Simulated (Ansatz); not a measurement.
# CH3ClF: the cost of one run

Method: UKS r2SCAN0-D4/def2-SVP; program: Ansatz 0.2.0.

### 1 Reference run: CH3ClF radical, relaxed

Contents of input.yaml:

```yaml
crystal:
  periodic: [false, false, false]
  atoms:
    - { symbol: H, position_ang: [0.033353, -0.79545, 0.031164] }
    - { symbol: Cl, position_ang: [-0.235813, -2.473438, -0.400773] }
    - { symbol: C, position_ang: [0.024655, 0.592347, 0.050529] }
    - { symbol: F, position_ang: [0.753209, 1.01946, 1.090199] }
    - { symbol: H, position_ang: [-1.055968, 0.816123, 0.157864] }
    - { symbol: H, position_ang: [0.480564, 0.840958, -0.929083] }
magnetization:
  spin_polarized: true
  initial_magnetization: 1
basis:
  gaussian: { orbitals: def2-SVP }
hamiltonian:
  xc: { name: r2SCAN0 }
  dispersion: d4
output:
  forces: true
relax:
  f_tol: 0.02
  max_steps: 120
  constraints: [{ distance: [0, 2] }, { distance: [0, 1] }]
  escape_saddle: false
```

Launch:

```console
> ansatz run input.yaml --threads 1 --pin off --max-ram 2560MiB --backend cpu --events-out ev --progress --plain --runs-dir out
```

What time and memory should one allow on 1 thread of AMD EPYC 9R45 (Zen 5), shared host?

About 8.1 s, with a peak of 0.2 GiB.
